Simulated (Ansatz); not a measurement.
Grey tin (α-Sn), treated with r²SCAN (Ansatz, a quantum-chemistry and plane-wave program, PAW).

The same calculation (at the measured cell, 34.059 Å³/atom) with different numerical settings:

| run | k mesh | gap on the mesh (eV) | total energy (eV/atom) | rough time |
|---|---|---|---|---|
| 1 | 4×4×4 | 0.000 | -6038.5341 | under 3 core-s |
| 2 | 6×6×6 | 0.000 | -6038.6164 | under 3 core-s |
| 3 | 8×8×8 | 0.000 | -6038.6293 | 4 core-s |
| 4 | 12×12×12 | 0.000 | -6038.6331 | 10 core-s |
| 5 | 16×16×16 | 0.000 | -6038.6335 | 20 core-s |
| 6 | 20×20×20 | 0.000 | -6038.6336 | 30 core-s |

In the column total energy (eV/atom) the first row differs from the last by +0.0995 and the next to last by +0.0001.

The last row is no converged limit: other settings stay fixed.

Spin–orbit coupling is not included.
